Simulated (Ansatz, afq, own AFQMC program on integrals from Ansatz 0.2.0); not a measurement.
## Atomization energy of GeHO, quartet, worked out

| atom | x (Å) | y (Å) | z (Å) |
| --- | --- | --- | --- |
| Ge | 0.0000 | -0.0375 | 0.3220 |
| O | 0.0000 | 0.0862 | -1.5290 |
| H | 0.0000 | 1.3375 | 1.0643 |

Connectivity, by distances: GeH–O.

Basis cc-pVTZ. Noble-gas cores (and the filled d shells of Ga–Kr and In–Xe) are frozen. AFQMC by an in-house program on the Cholesky factors that Ansatz 0.2.0 writes for its CCSD(T) run. The CISD trial takes its coefficients from CCSD amplitudes. Released means that phaseless walkers are propagated on without the constraint, phases kept. ± is one standard error of the sampling. No spin–orbit coupling.

Total energies in eV. CBS is CCSD(T) at the limit of def2-TZVPP/QZVPP (extrapolated itself); the highest rung of each member is named.

Cautions: inner d shell frozen; no relativity below Rb; no spin-orbit coupling; GeHO (quartet): lower spins were not checked, the released energies have errors that jump between times, so the bars are unsure, so no released level is given (meV from the phaseless value at times in 1/Eh: -10 ± 3 at 0.24, -16 ± 3 at 0.50, -37 ± 18 at 1.00, -26 ± 3 at 1.50), its ph-AFQMC/CISD value lies 33 ± 3 meV above CCSDT(Q).

```json
{"member": "Ge (triplet)", "count": "+1", "CCSD(T)/cc-pVTZ": "-56475.2712", "highest rung in cc-pVTZ": "-56475.2863", "which": "FCI", "CCSD(T)/CBS": "-56475.5964"}
{"member": "O (triplet)", "count": "+1", "CCSD(T)/cc-pVTZ": "-2040.1454", "highest rung in cc-pVTZ": "-2040.1547", "which": "FCI", "CCSD(T)/CBS": "-2040.9924"}
{"member": "H (doublet)", "count": "+1", "CCSD(T)/cc-pVTZ": "-13.6005", "highest rung in cc-pVTZ": "-13.6005", "which": "FCI", "CCSD(T)/CBS": "-13.6059"}
{"member": "GeHO, quartet", "count": "-1", "CCSD(T)/cc-pVTZ": "-58533.5128", "highest rung in cc-pVTZ": "-58533.5601", "which": "CCSDT(Q)", "CCSD(T)/CBS": "-58534.9645"}
```

Problem. Work out the best estimate of the atomization energy: the CCSD(T)/CBS difference plus the step from CCSD(T) to the highest rung.

Solution. Sums with the counts: CCSD(T)/CBS 4.7698 eV, highest rung 4.5186 eV, CCSD(T)/cc-pVTZ 4.4957 eV. The step is 4.5186 − 4.4957 = 0.0229 eV, so the best estimate is 4.7698 + (0.0229) = 4.7927 eV = 462.4 kJ/mol. The basis set is worth 0.274 eV of it. Zero-point, core-correlation and spin–orbit terms aren't in it. Past Ne the Hartree–Fock part of each CBS total tends to overshoot, since the cores don't follow the formula; that largely cancels in the difference.

Best estimates are given only where the step beyond CCSD(T) is under 0.3 eV and no member's determinant is very poor (T1 over 0.05, or 0.07 for open shells, ⟨S²⟩ too high by 0.3, two states mixed), so the hardest cases are missing from such tables.

CCSDT and higher add their correlation energy to the determinant of the CCSD(T) run, since their own runs factorise the integrals more tightly (a shift of under 2 meV). Each member of a difference takes its own highest rung, so a best estimate needn't equal the limit plus the step of one row.
